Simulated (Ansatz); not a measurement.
## Ansatz (development build ahead of 0.2.0) run

```yaml
crystal:
  periodic: [false, false, false]
  atoms:
    - { symbol: "N", position_ang: [0.01716, -0.04139, -0.10867] }
    - { symbol: H, position_ang: [0.01863, -0.00725, 0.96176] }
basis:
  gaussian: { orbitals: def2-TZVP }
magnetization:
  spin_polarized: true
  initial_magnetization: 2
hamiltonian:
  xc: hf
correlation:
  method: mp2
  frozen_orbitals: { H: 0, "N": 1 }
```

The input is written out in the form of the current development build from the run's settings.

Output:

- Converged: yes
- Reference energy: -54.98130 hartree
- Correlation energy: -0.13362 hartree
- Total energy: -55.11492 hartree
- Spin squared of the determinant: 2.018
